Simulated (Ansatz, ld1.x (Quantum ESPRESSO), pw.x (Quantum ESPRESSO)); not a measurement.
## hydrogen: does the ultrasoft potential hold in the solid?

```
Element                 : hydrogen (H)
Generator               : ld1.x (Quantum ESPRESSO) 7.5
Type                    : ultrasoft
Functional              : PBEsol
Relativity              : scalar-relativistic
Frozen core             : none
Valence charge          : 1
Reference configuration : 1s1
Partial waves           : 1s (bound): rcut 1.65, rcutus 1.75 bohr; 1s channel at 0.65 Ry: rcut 1.65, rcutus 1.75 bohr; 2p channel at 0.15 Ry: rcut 1.25, rcutus 1.55 bohr; 2p channel at 0.55 Ry: rcut 1.25, rcutus 1.55 bohr
Local potential         : all-electron potential smoothed inside 1.40 bohr (lloc = -1)
Core correction         : none
Augmentation charge     : PSQ, radius 1.10 bohr
```

Crystal test: fcc H in pw.x 7.5, no spin, 18³ k-points, Fermi–Dirac smearing 0.01 Ry, cutoffs 40/320 Ry. The reference is all-electron LAPW (Ansatz 0.2.0) with the same functional, mesh and smearing; V0 and B0 come from Birch–Murnaghan fits to the pressures at five volumes. Errors are pseudo minus all-electron; Δ is the rms difference of the E(V) curves that follow from these fits, minima aligned, over ±6 % about the mean V0. Mesh and smearing are coarse, so the numbers serve the comparison and aren't converged zero-temperature values; the lattice is a test structure that the element need not adopt.

```tsv
V (Å³/atom)	P all-electron (GPa)	P pseudo (GPa)
2.771	6.23	6.44
2.844	2.90	3.09
2.917	-0.10	0.07
2.990	-2.80	-2.64
3.063	-5.23	-5.08
```

All-electron: a0 = 2.267 Å (V0 = 2.91 Å³/atom), B0 = 114.1 GPa.

Pseudopotential: mean pressure error (GPa): +0.18; a0 (Å): 2.269; a0 error (%): +0.05; B0 error (%): -0.0; Δ (meV/atom): 0.1. The largest radius (1.75 bohr) exceeds half the bond length (1.52 bohr), so the spheres overlap, which is one possible source of error among others.

Problem. At the middle volume, how do free energy and pressure move when the wave cutoff is lowered (ecutrho held at 320 Ry)?

Solution.

```
cutoff (Ry)  shift of F (meV/atom)  shift of P (GPa)
         18                   +1.9             -0.05
         24                   +0.6             -0.10
         32                   +0.1             -0.06
```

Input at the middle volume:

```
&control
  calculation='scf', prefix='x', pseudo_dir='./', outdir='./tmp', tstress=.true., disk_io='none'
/
&system
  ibrav=0, nat=1, ntyp=1, ecutwfc=40, ecutrho=320, nbnd=7,
  occupations='smearing', smearing='fd', degauss=0.01
/
&electrons
  conv_thr=1e-09, mixing_beta=0.4, electron_maxstep=70
/
ATOMIC_SPECIES
H 1.0 H.UPF
CELL_PARAMETERS angstrom
  0.00000000 1.13405855 1.13405855
  1.13405855 0.00000000 1.13405855
  1.13405855 1.13405855 0.00000000
ATOMIC_POSITIONS crystal
H 0.0000 0.0000 0.0000
K_POINTS automatic
18 18 18 0 0 0
```

```bash
pw.x < H.scf.in > H.scf.out
```

Lines of the output:

```
Message from routine setup:
     using ibrav=0 with symmetry is DISCOURAGED, use correct ibrav instead
     lattice parameter (alat)  =       3.0307  a.u.
     unit-cell volume          =      19.6849 (a.u.)^3
     number of electrons       =         1.00
     number of Kohn-Sham states=            7
     kinetic-energy cutoff     =      40.0000  Ry
     charge density cutoff     =     320.0000  Ry
     scf convergence threshold =      1.0E-09
     Exchange-correlation= PBESOL
     number of k points=   195  Fermi-Dirac smearing, width (Ry)=  0.0100
     iteration #  1     ecut=    40.00 Ry     beta= 0.40
     total energy              =      -1.07093918 Ry
     estimated scf accuracy    <       0.00000647 Ry
     iteration #  2     ecut=    40.00 Ry     beta= 0.40
     total energy              =      -1.07094049 Ry
     estimated scf accuracy    <       0.00000238 Ry
     iteration #  3     ecut=    40.00 Ry     beta= 0.40
     the Fermi energy is     4.0385 ev
!    total energy              =      -1.07094052 Ry
     estimated scf accuracy    <          8.0E-11 Ry
     smearing contrib. (-TS)   =      -0.00044605 Ry
     The total energy is F=E-TS. E is the sum of the following terms:
     one-electron contribution =       0.64635901 Ry
     hartree contribution      =       0.01656547 Ry
     xc contribution           =      -0.66371910 Ry
     ewald contribution        =      -1.06969985 Ry
     convergence has been achieved in   3 iterations
          total   stress  (Ry/bohr**3)                   (kbar)     P=        0.73
     Message from routine punch:
     Nothing written, as per user request (disk_io='none')
```

The run at the middle volume (195 k-points, 3 iterations) took about 1.2 s on one core of a shared host (Neoverse-V1, 32 threads, 247 GiB, load 12).
